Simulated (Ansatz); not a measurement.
This geometry of C3H4FN (9 atoms, charge 0, multiplicity 1) is a first-order saddle point.

Method: Ansatz 0.2.0, RKS LDA/6-31G*.

```xyz
9
Properties=species:S:1:pos:R:3
N -0.909 1.223 -0.434
C -0.045 0.209 -0.241
C 0.928 -0.614 -0.513
F 1.863 -1.035 -1.347
C 0.311 -0.842 0.807
H -1.590 1.459 0.281
H -0.901 1.769 -1.292
H -0.386 -1.692 0.978
H 0.818 -0.522 1.744
```

(1) Which two structures does it join? (They come from a converged band through this point; their orientation in space is the band's.)

(2) How far does it lie above each of them?

## Answers

(1) No bond is made or broken. The height of N1 over the plane of its neighbours goes from 0.26 to -0.27 Å. The two ends are copies of one structure, up to a mirror image or an exchange of like atoms.

Initial state:

```xyz
9
Properties=species:S:1:pos:R:3
N -1.068 1.086 -0.499
C -0.064 0.212 -0.225
C 0.972 -0.536 -0.471
F 1.878 -0.967 -1.330
C 0.310 -0.847 0.810
H -1.442 1.587 0.310
H -0.918 1.695 -1.306
H -0.339 -1.743 0.919
H 0.759 -0.532 1.775
```

Final state:

```xyz
9
Properties=species:S:1:pos:R:3
N -0.791 1.357 -0.321
C -0.059 0.217 -0.222
C 0.856 -0.651 -0.546
F 1.815 -1.031 -1.371
C 0.314 -0.843 0.812
H -1.703 1.330 0.142
H -0.837 1.775 -1.253
H -0.398 -1.666 1.032
H 0.894 -0.536 1.710
```

(2) 0.038 eV above the first and 0.038 eV above the second. This is the barrier of this one path; another mechanism may lie lower.

The run took 74 s on 1 thread of Arm Neoverse V1 (shared host), peak memory 0.15 GiB.
